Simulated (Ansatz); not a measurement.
Mulliken charges of C$_{4}$H$_{5}$F (`C#CC(C)F`) from r2SCAN/def2-TZVPP in Ansatz (PBE0-D4/def2-TZVP geometry).

```json
{"atom": "C1", "x (Å)": "-1.549", "y (Å)": "1.664", "z (Å)": "-0.194", "charge (e)": "0.178"}
{"atom": "C2", "x (Å)": "-0.599", "y (Å)": "0.941", "z (Å)": "-0.308", "charge (e)": "-0.384"}
{"atom": "C3", "x (Å)": "0.558", "y (Å)": "0.061", "z (Å)": "-0.411", "charge (e)": "0.113"}
{"atom": "C4", "x (Å)": "0.499", "y (Å)": "-1.095", "z (Å)": "0.563", "charge (e)": "-0.115"}
{"atom": "F5", "x (Å)": "0.642", "y (Å)": "-0.443", "z (Å)": "-1.704", "charge (e)": "-0.232"}
{"atom": "H6", "x (Å)": "-2.393", "y (Å)": "2.306", "z (Å)": "-0.103", "charge (e)": "0.236"}
{"atom": "H7", "x (Å)": "1.467", "y (Å)": "0.650", "z (Å)": "-0.249", "charge (e)": "0.037"}
{"atom": "H8", "x (Å)": "1.381", "y (Å)": "-1.724", "z (Å)": "0.437", "charge (e)": "0.056"}
{"atom": "H9", "x (Å)": "0.474", "y (Å)": "-0.719", "z (Å)": "1.587", "charge (e)": "0.051"}
{"atom": "H10", "x (Å)": "-0.397", "y (Å)": "-1.690", "z (Å)": "0.385", "charge (e)": "0.059"}
```

**Question.** By hand: the dipole of these point charges (1 e Å = 4.8032 D).

**Answer.** Σ q r = (-0.621, 0.506, 0.462) e Å, of length 0.925 e Å = 4.44 D.

**Question.** How does the dipole of the full density compare? (An estimate is asked.)

**Answer.** The calculation gave: (0.006, 0.055, 0.376) e Å, 1.83 D; the point charges give 2.43 times that, at 56° from its direction.

Point charges leave out the atoms' own dipoles, such as those of lone pairs, and Mulliken's split depends on the basis, so the two needn't agree.
